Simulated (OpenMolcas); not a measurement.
## AlH3O (AlH2(OH)): the energy, rung by rung

AlH3O: 5 atoms, total charge 0, spin state singlet. As SMILES, `[H][Al]([H])[OH]`. Geometry: a GFN2-xTB relaxation, a rough one for these elements and not checked as a minimum.

| atom | x (Å) | y (Å) | z (Å) |
| --- | --- | --- | --- |
| Al | 0.2718 | 0.4511 | -0.1093 |
| H | 1.7990 | 0.4172 | -0.2214 |
| H | -0.4810 | 1.7690 | -0.3118 |
| O | -0.5554 | -0.9200 | 0.2267 |
| H | -1.0343 | -1.7173 | 0.4158 |

Quantity: the energy change with the Al1–H3 bond stretched from 1.531 to 1.914 Å, in eV. The values are calculated.

```tsv
level	kind	program	value (eV)	less FCI/STO-3G	CPU time (all runs)
HF/STO-3G (restricted)	Hartree–Fock	OpenMolcas	1.58	+0.38	2.9 s
SVWN5/STO-3G (restricted)	LDA	OpenMolcas	1.11	-0.09	7.4 s
PBE/STO-3G (restricted)	GGA	OpenMolcas	1.05	-0.15	8.5 s
r2SCAN/STO-3G (restricted)	meta-GGA	OpenMolcas	1.16	-0.04	10 s
B3LYP/STO-3G (restricted)	global hybrid	OpenMolcas	1.18	-0.02	8.6 s
M06-2X/STO-3G (restricted)	hybrid meta-GGA	OpenMolcas	1.32	+0.12	9.1 s
B2PLYP/STO-3G (restricted)	double hybrid	OpenMolcas	1.27	+0.07	7.1 s
MP2/STO-3G (restricted)	perturbation theory	OpenMolcas	1.37	+0.17	3 s
CISD/STO-3G (restricted)	coupled cluster or CI	OpenMolcas	1.26	+0.06	3.2 s
FCI/STO-3G	exact in the basis	OpenMolcas	1.20	0.00	30 s
```

FCI/STO-3G is exact within its basis and frozen core, so for wave-function methods in that basis the difference is their error; functionals converge differently with the basis, so for them it is only a difference. The first shape isn't each level's own minimum. The values span 1.05 to 1.58 eV. All rows use very small basis sets, so even the best lies far from the true value. Times are those of the runs behind each value, whatever else they computed, on shared processors of several kinds: orders of magnitude only.
